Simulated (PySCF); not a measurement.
Ionisation energies (eV) were calculated with PySCF 2.14 by MP2 (valence), PBE, UHF, in another order, as differences of total energies without spin-orbit coupling. The measured values are between term centres (NIST).

```tsv
species	measured	A	B	C
B (dyall-av3z, non-relativistic)	8.297	8.042	8.267	8.673
C⁺ (dyall-av3z, non-relativistic)	24.378	24.171	24.384	24.856
N (dyall-av3z, non-relativistic)	14.545	13.897	14.586	14.733
Al (dyall-av3z, non-relativistic)	5.977	5.607	5.834	6.077
Si (dyall-av3z, non-relativistic)	8.157	7.638	8.049	8.200
S (dyall-av3z, non-relativistic)	10.336	9.232	10.000	10.428
Cl (dyall-av3z, non-relativistic)	12.974	11.765	12.760	12.972
Ar (dyall-av3z, non-relativistic)	15.819	14.557	15.733	15.708
```

Question: Which column is which method?

Answer: A is UHF (mean error -0.70 eV); B is MP2 (valence) (mean error -0.11 eV); C is PBE (mean error 0.15 eV). Hartree-Fock lacks the correlation of the electron removed and comes out lowest. Valence MP2 in a finite basis recovers only part of the missing correlation, so it stays below experiment on average. PBE, with gradient corrections, lies close to experiment on average, with errors of both signs.
